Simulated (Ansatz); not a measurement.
# [OH···H···N], quartet in cc-pVDZ: errors against UCCSDT(Q)

Geometry: a point of a hydrogen-transfer path between rigid fragments, not a stationary point.

```xyz
4

O    -1.0069   -0.0292    0.0000
H    -1.2563    0.8974    0.0000
H     0.0911   -0.0292    0.0000
N     1.2341   -0.0292    0.0000
```

Basis cc-pVDZ; Ansatz 0.2.0. Correlated methods freeze the noble-gas cores, which leaves 13 electrons in 36 orbitals. Prefix R: restricted or restricted open-shell reference; prefix U: unrestricted. Active spaces: pair = (5e, 5o) about the gap; valence = (13e, 10o) chosen from the atoms' valence shells.

Full CI isn't at hand for all of this; UCCSDT(Q) serves as the reference, and is uncertain by about the last step of the cluster series. The frozen core follows each run's orbitals, which can shift R against U totals by a few meV.

For open shells CISD is restricted-active-space CI with the open shells as a complete middle space.

The UHF ⟨S²⟩ is 3.780. The T1 diagnostic (RCCSD) is 0.0307 and the largest doubles amplitude (RCCSD) is 0.044. The T1 diagnostic (UCCSD) is 0.0158.

```
   level  E − E(RHF) (eV)
     UHF          -0.3219
    RMP2          -8.2288
    UMP2          -8.2064
   RCCSD          -8.9135
   UCCSD          -8.9235
RCCSD(T)          -9.0857
UCCSD(T)          -9.0869
```

(1) Estimate how far UCCSDT(Q) in cc-pVDZ lies from RCCSD(T). The table doesn't fix it; the size of (T) and the diagnostics are the guide.

(1) UCCSDT(Q) in cc-pVDZ lies 39 meV below RCCSD(T), which is 23 % of the (T) step (-172 meV). T1 is raised, but (T) still catches most of what CCSD lacks.

The other levels:

| level | E − E(UCCSDT(Q)) (meV) | share of correlation (%) | wall time |
| --- | --- | --- | --- |
| CISD | 808 | 91.15 | 13 s |
| BCCD(T) | 40 | 99.57 | 3.2 s |
| RCCSDT | 22 | 99.75 | – |
| UCCSDT | 20 | 99.78 | – |
| RCCSDT(Q) | 3 | 99.97 | 41 s |
| CASSCF (pair space) | 8353 | 8.45 | – |
| NEVPT2 (pair space) | 888 | 90.26 | 1.1 s |
| MRCISD (pair space) | 700 | 92.33 | – |
| MRCISD+Q (pair space) | 94 | 98.97 | 1.9 s |
| CASSCF (valence space) | 7271 | 20.32 | – |
| NEVPT2 (valence space) | 1153 | 87.37 | 4.4 s |
| MRCISD (valence space) | 497 | 94.56 | – |
| MRCISD+Q (valence space) | 41 | 99.55 | 10 s |

The correlation energy at UCCSDT(Q), counted from RHF, is -9.125 eV. That run took 34 s on 1 thread of Intel Xeon Platinum 8259CL, shared host.

Times hold each run's SCF and search for its determinant on a shared host, so for small cases they say little of a method's own cost; they ran on 1 thread of Intel Xeon Platinum 8259CL.

Natural occupations of CASSCF (valence space) about the gap: 1.976 1.971 1.005 1.002 1.000 0.030 0.024; effectively unpaired electrons, Σ n²(2−n)², 3.01.
